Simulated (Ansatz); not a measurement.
CH$_{5}$FNPS (`FC(S)NP`). The species carries charge 0 and has multiplicity 1.

```xyz
10

F     0.874    1.099   -1.154
C    -0.274    0.584   -0.552
S    -1.427    0.062   -1.850
N    -0.008   -0.517    0.267
P     0.509   -0.257    1.878
H    -0.689    1.399    0.044
H    -1.220    1.128   -2.638
H     0.276   -1.345   -0.238
H     0.086   -1.495    2.426
H     1.875   -0.658    1.816
```

Q: List the harmonic frequencies (cm⁻¹, unscaled) at PBE0-D4/def2-TZVP in Ansatz. (Best estimate.)

A: Computed: 72, 169, 222, 262, 281, 394, 503, 583, 791, 820, 896, 908, 927, 1006, 1144, 1243, 1253, 1346, 1453, 2364, 2408, 2718, 3108, 3589.

Q: Is this a minimum?

A: Yes, all 24 modes are real.

Q: Give the ideal-gas thermochemistry at 298.15 K and 1 bar (rigid rotor, harmonic oscillator; point group C1, symmetry number 1).

A: Zero-point energy 170.2 kJ/mol; H(298) − E = 190.5 kJ/mol; entropy 345.2 J/(mol·K), of which translation 167.8, rotation 115.3, vibration 62.1; G(298) − E = 87.6 kJ/mol. Modes under 100 cm⁻¹ are hindered rotations or soft bends, so the harmonic entropy is rough.

Q: Rotational constants (cm⁻¹)?

A: 0.2191, 0.0522, 0.04414.
